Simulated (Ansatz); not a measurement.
Input for Ansatz (development build ahead of 0.2.0):

```yaml
crystal:
  periodic: [false, false, false]
  atoms:
    - { symbol: C, position_ang: [0.0, 0.02895, -0.63968] }
    - { symbol: "N", position_ang: [0.0, 0.06484, 0.69093] }
    - { symbol: H, position_ang: [0.0, -0.89937, -1.06713] }
    - { symbol: H, position_ang: [-0.81138, 0.52064, -0.99663] }
    - { symbol: H, position_ang: [0.81138, 0.52064, -0.99663] }
    - { symbol: H, position_ang: [-0.74771, -0.38474, 1.03098] }
    - { symbol: H, position_ang: [0.74771, -0.38474, 1.03098] }
basis:
  gaussian: { orbitals: cc-pVDZ }
hamiltonian:
  xc: hf
```

The input is written out in the form of the current development build from the run's settings.

Results

* Converged: yes
* Total energy: -95.18403 hartree
* Spin squared of the determinant: 0.000

Caution: no unrestricted run beside it, a lower state can exist.
